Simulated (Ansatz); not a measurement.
System: rhombohedral A7 Sb. Method: PBE+SOC (PAW; Ansatz, a quantum-chemistry and plane-wave program).

Run with plane-wave cutoff 520 eV, 18×18×18 k mesh, Fermi–Dirac smearing 0.067 eV (set by the program), PAW data made under PBE.

Computed at the level's own relaxed cell.

```xyz
2
Lattice="2.1892 1.2639 3.8523 -2.1892 1.2639 3.8523 0.0000 -2.5278 3.8523" Properties=species:S:1:pos:R:3 pbc="T T T"
Sb     0.0000     0.0000     8.8699
Sb     0.0000     0.0000     2.6872
```

**Question.** Give the elastic tensor (Voigt notation, GPa, ions relaxed, in the Cartesian axes of the cell as printed).

**Answer.** 
```
   83.4    24.2    18.9   -14.7     0.0     0.0
   24.2    83.4    18.9    14.7     0.0     0.0
   18.9    18.9    33.2     0.0     0.0     0.0
  -14.7    14.7     0.0    25.2     0.0     0.0
    0.0     0.0     0.0     0.0    25.2   -14.7
    0.0     0.0     0.0     0.0   -14.7    29.6
```

Note: the cell comes from a level without a dispersion term, which matters for the spacing of layers, chains or molecules.
